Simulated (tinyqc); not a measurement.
CISD on RHF in the sto-3g basis, frozen core, for HF, spin multiplicity 1, step by step. One step of it, computed by the program tinyqc.

Problem. Integrals over molecular orbitals. (pq|rs) = sum C_ip C_jq C_kr C_ls (ij|kl), one index at a time.

coefficients C, order 1F 1s, 1F 2s, 1F 2px, 1F 2py, 1F 2pz, 2H 1s:
```
[[0.994919, -0.256363, 0.059104, 0.000000, 0.000000, 0.061537],
 [0.020995, 0.984471, -0.304454, 0.000000, 0.000000, -0.353471],
 [0.000000, 0.000000, 0.000000, -0.002829, 0.999996, 0.000000],
 [0.000000, 0.000000, 0.000000, 0.999996, 0.002829, 0.000000],
 [0.001637, 0.037666, 0.686900, 0.000000, 0.000000, -0.782912],
 [-0.003682, 0.113908, 0.579868, 0.000000, 0.000000, 0.926276]]
```

core Hamiltonian H = T + V (hartree), order 1F 1s, 1F 2s, 1F 2px, 1F 2py, 1F 2pz, 2H 1s:
```
[[-40.488381, -9.499945, 0.000000, 0.000000, -0.009708, -1.162559],
 [-9.499945, -10.965995, 0.000000, 0.000000, -0.120278, -2.698236],
 [0.000000, 0.000000, -8.641192, 0.000000, 0.000000, 0.000000],
 [0.000000, 0.000000, 0.000000, -8.641192, 0.000000, 0.000000],
 [-0.009708, -0.120278, 0.000000, 0.000000, -8.707708, -1.895566],
 [-1.162559, -2.698236, 0.000000, 0.000000, -1.895566, -4.563753]]
```

Two-electron integrals (ij|kl) in chemists' order, unique and non-zero (hartree):
```
(11|11) 5.403501   (21|11) 0.841920   (21|21) 0.156299   (22|11) 1.268028
(22|21) 0.292344   (22|22) 0.926167   (31|31) 0.027998   (32|31) 0.043169
(32|32) 0.204588   (33|11) 1.264502   (33|21) 0.292403   (33|22) 0.925959
(33|33) 0.997514   (41|41) 0.027998   (42|41) 0.043169   (42|42) 0.204588
(43|43) 0.053770   (44|11) 1.264502   (44|21) 0.292403   (44|22) 0.925959
(44|33) 0.889973   (44|44) 0.997514   (51|51) 0.027998   (52|51) 0.043169
(52|52) 0.204588   (53|53) 0.053770   (54|54) 0.053770   (55|11) 1.264502
(55|21) 0.292403   (55|22) 0.925959   (55|33) 0.889973   (55|44) 0.889973
(55|55) 0.997514   (61|11) 0.103426   (61|21) 0.019050   (61|22) 0.035446
(61|33) 0.035391   (61|44) 0.035391   (61|51) 0.000772   (61|52) 0.001455
(61|55) 0.035561   (61|61) 0.002345   (62|11) 0.277196   (62|21) 0.064832
(62|22) 0.230982   (62|33) 0.227520   (62|44) 0.227520   (62|51) 0.004415
(62|52) 0.035295   (62|55) 0.237676   (62|61) 0.008026   (62|62) 0.072521
(63|31) 0.006601   (63|32) 0.039818   (63|53) 0.007319   (63|63) 0.010467
(64|41) 0.006601   (64|42) 0.039818   (64|54) 0.007319   (64|64) 0.010467
(65|11) 0.195030   (65|21) 0.046179   (65|22) 0.176124   (65|33) 0.168734
(65|44) 0.168734   (65|51) 0.009341   (65|52) 0.065167   (65|55) 0.190702
(65|61) 0.005941   (65|62) 0.067922   (65|65) 0.073647   (66|11) 0.455003
(66|21) 0.108141   (66|22) 0.445318   (66|33) 0.430925   (66|44) 0.430925
(66|51) 0.008680   (66|52) 0.098986   (66|55) 0.473653   (66|61) 0.013453
(66|62) 0.184497   (66|65) 0.201256   (66|66) 0.774606
```

Give: one-electron integrals over orbitals h = C^T H C; Two-electron integrals over orbitals.

Solution.

one-electron integrals over orbitals h = C^T H C (hartree):
```
[[-40.471, 0.718, -0.157, 0.000, 0.000, -0.168],
 [0.718, -9.128, 0.530, 0.000, 0.000, 0.905],
 [-0.157, 0.530, -7.047, 0.000, 0.000, 2.145],
 [0.000, 0.000, 0.000, -8.641, 0.000, 0.000],
 [0.000, 0.000, 0.000, 0.000, -8.641, 0.000],
 [-0.168, 0.905, 2.145, 0.000, 0.000, -6.045]]
```

Two-electron integrals over orbitals (pq|rs), unique and non-zero (hartree); the lowest 1 orbital is frozen and left out:
```
(22|22) 0.866    (32|22) -0.042   (32|32) 0.143    (33|22) 0.713
(33|32) -0.023   (33|33) 0.701    (42|42) 0.187    (43|42) -0.033
(43|43) 0.039    (44|22) 0.890    (44|32) -0.072   (44|33) 0.701
(44|44) 0.998    (52|52) 0.187    (53|52) -0.033   (53|53) 0.039
(54|54) 0.054    (55|22) 0.890    (55|32) -0.072   (55|33) 0.701
(55|44) 0.890    (55|55) 0.998    (62|22) -0.099   (62|32) -0.069
(62|33) -0.025   (62|44) -0.098   (62|55) -0.098   (62|62) 0.092
(63|22) -0.216   (63|32) 0.087    (63|33) -0.102   (63|44) -0.231
(63|55) -0.231   (63|62) 0.043    (63|63) 0.216    (64|42) -0.033
(64|43) -0.020   (64|64) 0.030    (65|52) -0.033   (65|53) -0.020
(65|65) 0.030    (66|22) 0.652    (66|32) 0.053    (66|33) 0.658
(66|44) 0.633    (66|55) 0.633    (66|62) -0.058   (66|63) -0.023
(66|66) 0.689
```
